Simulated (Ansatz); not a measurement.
```yaml
crystal:
  periodic: [false, false, false]
  atoms:
    - {symbol: C, position_ang: [-2.290242, 0.014697, 0.222947]}
    - {symbol: C, position_ang: [-1.046587, -0.118331, -0.638136]}
    - {symbol: C, position_ang: [0.221241, 0.026049, 0.169116]}
    - {symbol: O, position_ang: [1.330922, -0.105312, -0.679933]}
    - {symbol: C, position_ang: [2.544619, 0.017885, 0.003782]}
    - {symbol: H, position_ang: [-2.317498, -0.750011, 1.004260]}
    - {symbol: H, position_ang: [-3.197347, -0.092256, -0.374784]}
    - {symbol: H, position_ang: [-2.331844, 0.990672, 0.714588]}
    - {symbol: H, position_ang: [-1.031707, -1.090877, -1.139240]}
    - {symbol: H, position_ang: [-1.045665, 0.640070, -1.426807]}
    - {symbol: H, position_ang: [0.243090, 1.007396, 0.672012]}
    - {symbol: H, position_ang: [0.257745, -0.740184, 0.961565]}
    - {symbol: H, position_ang: [3.348552, -0.095657, -0.724063]}
    - {symbol: H, position_ang: [2.639032, 1.001171, 0.486832]}
    - {symbol: H, position_ang: [2.653789, -0.756011, 0.777261]}
basis:
  gaussian: {orbitals: aug-pcseg-2, nuclear_model: gaussian}
total_charge: 1
magnetization: {spin_polarized: true, initial_magnetization: 2}
hamiltonian: {xc: {name: revPBE}}
accuracy: high
output: {forces: true}
```

```sh
$ ansatz run in.yaml --threads 4 --pin off --events-out ev --progress --plain --max-ram 10444MiB
```

**Question.** How does Ansatz answer? (An estimate is asked.)

**Answer.** Computed: The input was rejected before any iteration.
```
Error: a molecule whose nuclei and cores have a total charge of 42 cannot have a net charge of 1 together with 2 unpaired electrons
```
